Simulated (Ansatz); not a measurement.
A made-up structure of C2H2B (charge +1), singlet:

```
5
angstrom
B -0.3422 -0.6419 -0.0134
C -1.1056 0.4401 -0.4210
C 0.2014 0.6979 -0.0402
H 0.0997 -1.6617 0.2817
H 1.1726 1.1059 0.2102
```

It is relaxed with PBE-D4/def2-SVP and then PBE0-D4/def2-TZVP (Ansatz 0.2.0). Atoms count as bonded within 1.22 times the sum of their covalent radii (H–H: 0.88 Å). The end point is not checked to be a true minimum.

Task: Does its bonding change? (A judgement: the text doesn't fix the answer.)

Result: Computed: Yes. Formed: none; broken: B1–C3.

Where it ends: The first stage lowers the energy by 2.14 eV in 13 steps. It ends as C₂H₂B ([BH][C][CH]), total charge +1:
```tsv
atom	x (Å)	y (Å)	z (Å)
B1	-0.4346	-1.2502	0.0483
C2	0.0381	0.0796	0.0003
C3	0.4448	1.2254	-0.0414
H4	-0.8271	-2.3540	0.0882
H5	0.8046	2.2396	-0.0782
```

Labels in which every atom is bracketed show which atoms are joined, not bond orders.

For scale, one of the runs: PBE0-D4/def2-TZVP relaxation, 105 basis functions, launched by `ansatz run in.yaml --threads 2 --pin off --events-out ev --progress --plain --max-ram 4352MiB`. Hardware: 2 CPU threads of an Arm Neoverse V2, shared host. Wall time about 4 s.
